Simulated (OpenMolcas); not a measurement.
**BH2 (boron dihydride): a chain of runs**

Aim: a series of 9 runs (ROHF/6-31G**, CASSCF(5,6)/6-31G**, CASPT2(5,6)/6-31G**, CASPT2[IPEA 0](5,6)/6-31G**, SC-NEVPT2(5,6)/6-31G**, PC-NEVPT2(5,6)/6-31G**, MC-PDFT[tPBE](5,6)/6-31G**, MRCI(5,6)/6-31G**, and more) of BH2 (boron dihydride). 

The calculation is run with OpenMolcas 26.06.

1 further run of the same task is left out (set aside as unsound or not needed).

### Step 1. The system as given

BH2 has 3 atoms, charge 0, and is taken as a doublet. SMILES: `[BH2]`. The B1–H3 distance was set to 1.449 Å, away from the relaxed value.

Bond lengths: B1–H2 1.159 Å. A long bond or contact: B1–H3 1.449 Å.

### Step 2. The energy at ROHF/6-31G(d,p) (spherical functions) (run 1)

The input, step1.input:

```
* BH2 Hartree-Fock

&GATEWAY
  BasLib=$CurrDir
  Coord
  3
  angstrom
  B        0.464245      -0.003031       0.258195
  H        0.481425       1.148519       0.390535
  H       -0.542860      -0.819090      -0.389630
  Basis=6-31Gss
  Group=NoSym

&SEWARD

&SCF
  UHF
  Spin=2
  PrOrbitals=1 1

&RASSCF
  FileOrb=$Project.UnaOrb
  Spin=2
  Nactel=1 0 0
  Inactive=3
  Ras2=1
  OutOrbitals=Canonical
  OrbListing=Nothing
```

The basis set 6-31G** is read from a file made from the Basis Set Exchange's data (not shown).

On the command line:

```bash
export MOLCAS_MEM=1860
pymolcas step1.input > step1.log
```

Output:

```text
--- Start Module: gateway ---
[...]
--- Stop Module: gateway /rc=_RC_ALL_IS_WELL_ ---
[...]
      Basis functions           24
[...]
--- Start Module: scf ---
[...]
       Convergence after   9 Iterations
[...]
::    Total SCF energy                                -25.7285961998
[...]
      Total spin, S                                     0.5010590305
[...]
--- Stop Module: scf /rc=_RC_ALL_IS_WELL_ ---
[...]
--- Start Module: rasscf ---
[...]
      Number of active orbitals                  1
[...]
      Spin quantum number                      0.5
[...]
      Active orbitals                            1
[...]
      Number of CSFs                             1
[...]
      Number of root(s) required                 1
[...]
      Convergence after  7 iterations
[...]
      printout of CI-coefficients larger than  0.05 for root  1
      energy=     -25.727599
      conf/sym  1     Coeff  Weight
             1  u   1.00000 1.00000
      Natural orbitals and occupation numbers for root  1
      sym 1:   1.000000
      ************************************************************************************************************************
      *                                                    Final results                                                     *
[...]
::    RASSCF root number  1 Total energy:    -25.72759855
[...]
      Total electronic charge=    7.000000
      Total            charge=   -0.000000
[...]
      Dipole Moment (debye):
      Origin of the operator (angstrom)=    0.3876    0.0229    0.2183
                   X=  6.8436E-02               Y=  4.2543E-01               Z=  8.3467E-02           Total=  4.3891E-01
      Quadrupole Moment (debye*angstrom):
[...]
--- Stop Module: rasscf /rc=_RC_ALL_IS_WELL_ ---
[...]
```

It took 4.5 s on 1 thread of Intel Xeon Platinum 8259CL at 2.50GHz (Skylake/Cascade Lake), shared host; peak memory 0.37 GiB.

### Step 3. A single-point energy at CASSCF(5,6)/6-31G(d,p) (spherical functions) (run 2)

The input, step2.inp:

```
* BH2 CASSCF
>>> EXPORT MOLCAS_PRINT=2

&GATEWAY
 BasLib=$CurrDir
 Coord
 3
 angstrom
 B        0.464245      -0.003031       0.258195
 H        0.481425       1.148519       0.390535
 H       -0.542860      -0.819090      -0.389630
 Basis=6-31Gss
 Group=NoSym

&SEWARD

&RASSCF
 FileOrb=$CurrDir/step1.RasOrb
 Spin=2
 Nactel=5 0 0
 Inactive=1
 Ras2=6
 OrbListing=Nothing
 OrbAppear=Compact
```

The basis set 6-31G** is read from a file made from the Basis Set Exchange's data (not shown).

On the command line:

```bash
export MOLCAS_MEM=1860
pymolcas step2.inp > step2.log
```

Output:

```text
--- Start Module: gateway ---
[...]
--- Stop Module: gateway /rc=_RC_ALL_IS_WELL_ ---
--- Start Module: seward ---
[...]
      Basis functions           24
--- Stop Module: seward /rc=_RC_ALL_IS_WELL_ ---
[...]
--- Start Module: rasscf ---
[...]
      Number of active orbitals                  6
[...]
      Spin quantum number                      0.5
[...]
      Active orbitals                            6
[...]
      Number of CSFs                           210
[...]
      Number of root(s) required                 1
[...]
      Convergence after 19 iterations
[...]
      printout of CI-coefficients larger than  0.05 for root  1
      energy=     -25.768066
      conf/sym  111111     Coeff  Weight
             1  22u000   0.98498 0.97019
            52  20u020   0.11479 0.01318
            67  02u200   0.05919 0.00350
            75  02u002   0.06441 0.00415
      Natural orbitals and occupation numbers for root  1
      sym 1:   1.978157   1.964428   1.000221   0.007517   0.035011   0.014665
      ************************************************************************************************************************
      *                                                    Final results                                                     *
[...]
::    RASSCF root number  1 Total energy:    -25.76806622
[...]
      Total electronic charge=    7.000000
      Total            charge=   -0.000000
[...]
      Dipole Moment (debye):
      Origin of the operator (angstrom)=    0.3876    0.0229    0.2183
                   X=  3.2190E-02               Y=  4.2363E-01               Z=  6.3090E-02           Total=  4.2951E-01
      Quadrupole Moment (debye*angstrom):
[...]
--- Stop Module: rasscf /rc=_RC_ALL_IS_WELL_ ---
[...]
```

Wall time 4.2 s (1 thread of Intel Xeon Platinum 8259CL at 2.50GHz (Skylake/Cascade Lake), shared host); peak memory 0.37 GiB.

### Step 4. The energy at CASPT2(5,6)/6-31G(d,p) (spherical functions) (run 3)

The input, step3.input:

```
&gateway
baslib = $CurrDir
coord
3
angstrom
B        0.464245      -0.003031       0.258195
H        0.481425       1.148519       0.390535
H       -0.542860      -0.819090      -0.389630
basis = 6-31Gss
group = NoSym
&seward
&rasscf
fileorb = $CurrDir/step2.RasOrb
spin = 2
nactel = 5 0 0
inactive = 1
ras2 = 6
orblisting = Nothing
orbappear = Compact
&caspt2
ipea = 0.25
imaginary = 0.1
frozen = 1
```

The basis set 6-31G** is read from a file made from the Basis Set Exchange's data (not shown).

On the command line:

```bash
export MOLCAS_MEM=1860
pymolcas step3.input > step3.log
```

Output:

```text
--- Start Module: gateway ---
[...]
--- Stop Module: gateway /rc=_RC_ALL_IS_WELL_ ---
[...]
      Basis functions           24
[...]
--- Start Module: rasscf ---
[...]
      Number of active orbitals                  6
[...]
      Spin quantum number                      0.5
[...]
      Active orbitals                            6
[...]
      Number of CSFs                           210
[...]
      Number of root(s) required                 1
[...]
      Convergence after  5 iterations
[...]
      printout of CI-coefficients larger than  0.05 for root  1
      energy=     -25.768066
      conf/sym  111111     Coeff  Weight
             1  22u000  -0.98499 0.97020
            52  20u020  -0.11479 0.01318
            67  02u200  -0.05917 0.00350
            75  02u002  -0.06441 0.00415
      Natural orbitals and occupation numbers for root  1
      sym 1:   1.978163   1.964429   1.000221   0.007512   0.035011   0.014664
      ************************************************************************************************************************
      *                                                    Final results                                                     *
[...]
::    RASSCF root number  1 Total energy:    -25.76806622
[...]
      Total electronic charge=    7.000000
      Total            charge=   -0.000000
[...]
      Dipole Moment (debye):
      Origin of the operator (angstrom)=    0.3876    0.0229    0.2183
                   X=  3.2188E-02               Y=  4.2361E-01               Z=  6.3087E-02           Total=  4.2949E-01
      Quadrupole Moment (debye*angstrom):
[...]
--- Stop Module: rasscf /rc=_RC_ALL_IS_WELL_ ---
[...]
--- Start Module: caspt2 ---
[...]
 ###    WARNING: User changed nr of frozen orbitals.                         ###
 ###############################################################################
[...]
      E2 (Variational):          -0.0369462875
      Total energy:             -25.8050125115
[...]
      Reference weight:           0.98672
[...]
::    CASPT2 Root  1     Total energy:    -25.80501251
[...]
--- Stop Module: caspt2 /rc=_RC_ALL_IS_WELL_ ---
[...]
```

Wall time 3.6 s (1 thread of Intel Xeon Platinum 8259CL at 2.50GHz (Skylake/Cascade Lake), shared host); peak memory 0.37 GiB.

Runs 4 to 8 aren't shown in full; the table further down has their settings and results.

### Step 5. A single-point energy at MRACPF(5,6)/6-31G(d,p) (spherical functions) (run 9)

The input, step9.input:

```
* BH2 MR-ACPF
>>> EXPORT MOLCAS_PRINT=2

&GATEWAY
  BasLib=$CurrDir
  Coord
  3
  angstrom
  B        0.464245      -0.003031       0.258195
  H        0.481425       1.148519       0.390535
  H       -0.542860      -0.819090      -0.389630
  Basis=6-31Gss
  Group=NoSym

&SEWARD

&RASSCF
  FileOrb=$CurrDir/step2.RasOrb
  Spin=2
  Nactel=5 0 0
  Inactive=1
  Ras2=6
  OrbListing=Nothing
  OrbAppear=Compact

&MOTRA
  LumOrb
  Frozen=1

&GUGA
  Electrons=5
  Spin=2
  Inactive=0
  Active=6
  CIAll=1

&MRCI
  ACPF
```

The basis set 6-31G** is read from a file made from the Basis Set Exchange's data (not shown).

On the command line:

```bash
export MOLCAS_MEM=1860
pymolcas step9.input > step9.log
```

Output:

```text
--- Start Module: gateway ---
[...]
--- Stop Module: gateway /rc=_RC_ALL_IS_WELL_ ---
[...]
      Basis functions           24
[...]
      Number of active orbitals                  6
[...]
      Spin quantum number                      0.5
[...]
      Active orbitals                            6
[...]
      Number of CSFs                           210
[...]
      Number of root(s) required                 1
[...]
      Convergence after  5 iterations
[...]
      printout of CI-coefficients larger than  0.05 for root  1
      energy=     -25.768066
      conf/sym  111111     Coeff  Weight
             1  22u000  -0.98499 0.97020
            52  20u020  -0.11479 0.01318
            67  02u200  -0.05917 0.00350
            75  02u002  -0.06441 0.00415
      Natural orbitals and occupation numbers for root  1
      sym 1:   1.978163   1.964429   1.000221   0.007512   0.035011   0.014664
      ************************************************************************************************************************
      *                                                    Final results                                                     *
[...]
::    RASSCF root number  1 Total energy:    -25.76806622
[...]
      Dipole Moment (debye):
      Origin of the operator (angstrom)=    0.3876    0.0229    0.2183
                   X=  3.2188E-02               Y=  4.2361E-01               Z=  6.3087E-02           Total=  4.2949E-01
      Quadrupole Moment (debye*angstrom):
[...]
      *** WARNING: Default frozen orbitals is overwritten by user input.
      *** Default values:   1
[...]
--- Start Module: guga ---
[...]
--- Stop Module: guga /rc=_RC_ALL_IS_WELL_ ---
--- Start Module: mrci ---
[...]
       USE THE DEFAULT ACPF G-VALUE GFAC=  0.40000000000000002
[...]
    MR ACPF CALCULATION.
[...]
            REFERENCE CI ENERGY:   -25.76806622
[...]
        ACPF CORRELATION ENERGY:    -0.04745489
                    ACPF ENERGY:   -25.81552112
[...]
      Total electronic charge=    7.000000
      Total            charge=    0.000000
[...]
  ACPF State   1     Total energy:    -25.81552112
[...]
--- Stop Module: mrci /rc=_RC_ALL_IS_WELL_ ---
[...]
```

Run time: 4.8 s. Hardware: 1 thread of Intel Xeon Platinum 8259CL at 2.50GHz (Skylake/Cascade Lake), shared host; peak memory 0.37 GiB.

### Step 6. All runs side by side

```csv
run,level,active rule,inactive,energy (Eh),dipole moment (D) of the reference,wall time
1,ROHF/6-31G** (spherical functions),–,–,-25.727599,0.44,4.5 s
2,"CASSCF(5,6)/6-31G** (spherical functions)",full valence,1,-25.768066,0.43,4.2 s
3,"CASPT2(5,6)/6-31G** (spherical functions)",full valence,1,-25.805013,0.43,3.6 s
4,"CASPT2[IPEA 0](5,6)/6-31G** (spherical functions)",full valence,1,-25.806151,0.43,4.2 s
5,"SC-NEVPT2(5,6)/6-31G** (spherical functions)",full valence,1,-25.800982,0.43,5.1 s
6,"PC-NEVPT2(5,6)/6-31G** (spherical functions)",full valence,1,-25.801374,0.43,4.8 s
7,"MC-PDFT[tPBE](5,6)/6-31G** (spherical functions)",full valence,1,-25.852152,0.43,5.1 s
8,"MRCI(5,6)/6-31G** (spherical functions)",full valence,1,-25.814855,0.43,5.4 s
9,"MRACPF(5,6)/6-31G** (spherical functions)",full valence,1,-25.815521,0.43,4.8 s
```

### Step 7. Summary of results

| quantity | value |
| --- | --- |
| run 9, MRACPF(5,6)/6-31G**: total energy | -25.81552 Eh |
| run 9, MRACPF(5,6)/6-31G**: dipole moment (CASSCF density) | 0.43 D |

In words: Below the ROHF energy at the same shape and in the same basis (6-31G**): CASSCF(5,6) -40.5 mEh; CASPT2(5,6) -77.4 mEh; CASPT2[IPEA 0](5,6) -78.6 mEh; SC-NEVPT2(5,6) -73.4 mEh; PC-NEVPT2(5,6) -73.8 mEh; MRCI(5,6) -87.3 mEh. Active-space methods hold only the correlation inside their space unless a perturbation or CI step follows. All runs together took 42 s, the longest 5.4 s.
